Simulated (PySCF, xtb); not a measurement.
dimethyl ether (C₂H₆O), SMILES COC.

Harmonic wavenumbers (cm⁻¹) from GFN2-xTB (xtb 6.7.1) at its own minimum, in rising order: 209, 247, 413, 958, 1078, 1122, 1130, 1152, 1227, 1406, 1411, 1468, 1473, 1488, 1495, 2889, 2890, 2910, 2917, 3032, 3032.

Problem. What does PySCF with PBE0-D3(BJ)/def2-TZVP give at its own minimum? (An estimate is asked for; the answer gives what the named calculation found.)

Solution. 214, 248, 413, 978, 1134, 1164, 1195, 1227, 1271, 1454, 1475, 1484, 1484, 1491, 1511, 2977, 2988, 3028, 3034, 3134, 3136. Paired by order, the mean absolute difference is 52 cm⁻¹ and the zero-point energies are 48.5 and 50.1 kcal/mol.
